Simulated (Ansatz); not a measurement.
# Molecular dynamics, step by step

BHOF (SMILES [OH+]=BF) (charge +1), closed shell, revPBE-D4/def2-SVPD (Ansatz 0.2.0). Settings (timestep in fs, temperature in K; T counts 6 degrees of freedom):

```yaml
hamiltonian: {xc: {name: revPBE}, dispersion: d4}
md: {n_steps: 60, timestep: 1.0, temperature: 500, ensemble: nvt_nose_hoover, seed: 306, initial_velocities: maxwell_boltzmann}
```

Start (the SMILES describes the start alone):

```
atom    x (Å)    y (Å)    z (Å)
  O1   0.5448  -0.3737   0.1081
  B2  -0.4365   0.2991  -0.0861
  F3  -1.4433   0.9891  -0.2849
  H4   1.3349  -0.9145   0.2629
```

```tsv
step	time (fs)	potential energy less the start (meV)	kinetic energy (meV)	T (K)
0	0.00	0.0	129.3	500
4	4.00	18.1	114.3	442
8	8.00	-12.1	142.8	552
12	12.00	104.9	29.1	113
16	16.00	72.3	61.2	237
20	20.00	42.9	91.2	353
24	24.00	3.2	130.5	505
28	28.00	74.9	60.3	233
32	32.00	25.7	107.2	414
36	36.00	15.0	120.4	466
40	40.00	-38.5	171.9	665
44	44.00	72.9	63.4	245
48	48.00	70.6	66.1	256
52	52.00	35.0	102.9	398
56	56.00	16.8	123.4	477
60	60.00	63.5	78.9	305
```

Step 8, positions (Å) and forces (eV/Å):

```
atom       x       y       z      Fx      Fy      Fz
  O1   0.582  -0.407   0.107  -2.008   1.652  -0.446
  B2  -0.420   0.335  -0.072   0.485  -0.831   0.039
  F3  -1.483   1.001  -0.295   0.859  -0.339   0.197
  H4   1.315  -0.991   0.316   0.664  -0.481   0.210
```

Step 16, positions (Å) and forces (eV/Å):

```csv
atom,x,y,z,Fx,Fy,Fz
O1,0.590,-0.414,0.100,-1.804,1.695,-0.543
B2,-0.394,0.338,-0.059,-1.771,0.428,-0.461
F3,-1.502,1.006,-0.299,2.494,-1.234,0.564
H4,1.271,-1.020,0.368,1.082,-0.889,0.441
```

Step 36, positions (Å) and forces (eV/Å):

```tsv
atom	x	y	z	Fx	Fy	Fz
O1	0.583	-0.379	0.075	-0.402	0.115	0.211
B2	-0.472	0.302	-0.064	3.264	-2.221	0.713
F3	-1.448	0.995	-0.287	-2.225	1.547	-0.512
H4	1.204	-0.978	0.579	-0.638	0.559	-0.412
```

Last step (60):

O1  (0.577, -0.361, 0.056)
B2  (-0.462, 0.260, -0.060)
F3  (-1.439, 0.998, -0.280)
H4  (1.004, -0.860, 0.738)
(Å)

The run took about 110 s on 2 CPU threads of an Intel Xeon (shared host).
